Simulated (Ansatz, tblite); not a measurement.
## Ladder of methods for the elastic constant C12 of rutile TiO2

Reference value: 175 GPa (measured, room temperature, not corrected to a static lattice; as tabulated in Elasticity of TiO2 rutile to 1800 K).

### Question
What do GFN1-xTB, LDA, PBE, r²SCAN, PBE0 give, and how far is each from the reference?

### Answer

```
level (code)       value (GPa)  cell (Å³/atom)  difference (%)
-----------------  -----------  --------------  --------------
GFN1-xTB (tblite)         97.2            9.34             -44
LDA (Ansatz)               220           10.06             +26
PBE (Ansatz)               169           10.65            -3.4
r²SCAN (Ansatz)            198           10.40           +13.1
PBE0 (Ansatz)              198           10.29           +13.1
```

The reference is not for a static lattice or low temperature, so close values are not ranked against it. Off by more than 25 %, or 35 % on the side where a correction would as a rule narrow the miss (bounds picked here): GFN1-xTB (-44 %).

The reference isn't brought to a static lattice, while the calculations are for one, so the differences are not the levels' errors alone.  GFN1-xTB: the method was fitted mainly to molecules. GFN1-xTB: the run uses a supercell at the zone centre in place of a k mesh. Each level is taken at its own relaxed cell. Cutoffs differ between the levels. Ansatz's density-functional and Hartree–Fock values are scalar-relativistic unless marked +SOC, with PAW data made under PBE.

Differences are worked out from the printed values.

Ansatz is an electronic-structure program.
